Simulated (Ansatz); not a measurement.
For corundum Rh₂O₃ (model structure), LDA (PAW; Ansatz, a program for electronic structure) gives:

```
Property                           Value
------------------------------  --------
equilibrium lattice constant a   5.067 Å
lattice parameter c             13.681 Å
```

What does r²SCAN in Ansatz (plane waves, PAW) give for the same quantities?


- lattice constant a: 5.139 Å (rises by 1.4 %)
- lattice parameter c: 13.881 Å (increases by 1.5 %)

Changes are worked out from the printed values.

Unless a cell is named, each level is at its own relaxed cell (LDA 10.14, r²SCAN 10.58 Å³/atom).

The crystal itself was run without spin with LDA, r²SCAN; a magnetic state was not tried in these runs.

Ansatz's density-functional and Hartree–Fock values are scalar-relativistic unless marked +SOC, with PAW data made under PBE.

A model structure was made by putting elements into a prototype or built by hand; it is no filed structure, need not be a known phase, and can be a saddle point held by its symmetry.
